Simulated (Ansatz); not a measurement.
# CHAlSi (SMILES [C]1#[Si][AlH]1): functionals against CCSD(T) at one geometry

One table from this session's results is given with a row withheld; the runs are named, their logs left out.

Computed with Ansatz 0.2.0, Gaussian basis. Level: single points in def2-TZVPP.

Correlated methods freeze the cores.

### Starting geometry

SMILES `[C]1#[Si][AlH]1`, 4 atoms, charge 0, spin multiplicity 1.

Atoms are counted from 1 here; the program's logs count them from 0.

Bond lengths: C1–Si2 1.963 Å, C1–Al3 1.870 Å, Si2–Al3 2.693 Å, Al3–H4 1.805 Å. Angles: Si2–C1–Al3 89.2°, C1–Si2–Al3 44.0°, C1–Al3–Si2 46.8°, C1–Al3–H4 156.7°, Si2–Al3–H4 156.3°.

Geometry (Å):

```mol
CHAlSi
  3D, bonds by distance, orders not assigned

  4  4  0  0  0  0  0  0  0  0999 V2000
    0.1427    0.8038    1.0654 C   0  0
    0.8030   -0.9499    1.6501 Si  0  0
   -0.1519    0.0961   -0.6403 Al  0  0
   -0.7175    0.0819   -2.3540 H   0  0
  1  2  8  0
  1  3  8  0
  2  3  8  0
  3  4  8  0
M  END
```

The first run:

The input, run/in.yaml:

```yaml
crystal:
  periodic: [false, false, false]
  atoms:
    - {symbol: C, position_ang: [0.142700, 0.803800, 1.065400]}
    - {symbol: Si, position_ang: [0.803000, -0.949900, 1.650100]}
    - {symbol: Al, position_ang: [-0.151900, 0.096100, -0.640300]}
    - {symbol: H, position_ang: [-0.717500, 0.081900, -2.354000]}
basis:
  gaussian: {orbitals: def2-TZVPP}
correlation: {method: ccsd_t}
output: {forces: true}
```

The command line of these runs was not kept.

Steps of the session up to this table: CCSD(T)/def2-TZVPP; PBE0-D4/def2-TZVPP; wB97M-V/def2-TZVPP; r2SCAN-D4/def2-TZVPP; PBE-D4/def2-TZVPP; BLYP-D4/def2-TZVPP; revPBE-D4/def2-TZVPP.

One of the session's tables, all rows but one given; the rest of the session is left out.

```
   method  RMS force component (eV/Å)  angle to CCSD(T) forces (°)  dipole (D)
  CCSD(T)                       1.814                    reference        2.27
  PBE0-D4                       2.009                          4.3        2.38
  wB97M-V                       2.176                          3.9        2.51
r2SCAN-D4                       1.937                          3.6        2.31
   PBE-D4                       1.749                          3.0        2.22
  BLYP-D4                       1.703                          4.4        2.20
revPBE-D4                           ?                            ?           ?
```

**Question.** Estimate the row for revPBE-D4.

As computed: RMS force component (eV/Å): 1.686; angle to CCSD(T) forces (°): 3.5; dipole (D): 2.18. In the column «RMS force component (eV/Å)» it is the lowest.
